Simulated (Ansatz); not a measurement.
# LiMgH (singlet): from Hartree-Fock to the top rungs at angle Li1–Mg2–H3 = 158.8°, cc-pVTZ

One table from this session's results is given with a row withheld; the runs are named, their logs left out.

Method: cc-pVTZ, core rule «outside noble gas», up to 6 orbitals frozen; program: Ansatz 0.2.0, Gaussian basis.

To be run: UHF; CCSD(T) on RHF; CCSD(T) on UHF; BCCD(T) on RHF; CCSDT(Q) on RHF; CCSDT(Q) on UHF; Full CI.

24 further runs of the same task are left out: 14 for a known fault of the program, 6 that didn't finish, 4 set aside as unsound or not needed.

### What is computed

The geometry derives from a PBE0/def2-TZVP stationary point (not a proven minimum). One angle is set to the value named; bond lengths are kept.

3 atoms, charge 0, spin multiplicity 1.

Atoms are counted from 1 here; the program's logs count them from 0.

Bond lengths: Mg2–H3 1.746 Å.

Set-up of the first run:

in.yaml reads:

```yaml
crystal:
  periodic: [false, false, false]
  atoms:
    - {symbol: Li, position_ang: [0.235059, 0.000000, 2.400361]}
    - {symbol: Mg, position_ang: [-0.278147, 0.000000, -0.341930]}
    - {symbol: H, position_ang: [0.043088, 0.000000, -2.058430]}
basis:
  gaussian: {orbitals: cc-pVTZ}
magnetization: {spin_polarized: true, initial_magnetization: 0}
hamiltonian: {xc: hf}
output: {orbitals: {seedname: orbitals}}
```

Run with:

```bash
> ansatz run in.yaml --threads 1 --pin off --events-out ev --progress --plain --max-ram 2393MiB
```

Steps of the session up to this table: UHF; CCSD(T) on RHF; CCSD(T) on UHF; BCCD(T) on RHF; CCSDT(Q) on RHF; CCSDT(Q) on UHF; Full CI.

One table of the session follows, with a row left open; its other results are not shown here.

```
   method  from FCI (meV)
      RHF         +1989.2
      UHF               ?
     RMP2          +528.7
    RCCSD           +34.9
 RCCSD(T)            +9.0
  BCCD(T)            +8.8
   RCCSDT            +1.3
RCCSDT(Q)            +0.3
      FCI               0
```

Q: Estimate the row for UHF from the others.

The run gave: from FCI (meV): +1987.6. In the column «from FCI (meV)» it lies between RMP2 (+528.7) and RHF (+1989.2).

Not comparable, so not listed: CCSD(T) on UHF; CCSDT(Q) on UHF (they don't share determinant, frozen orbitals or solution with the rows shown, or repeat one).
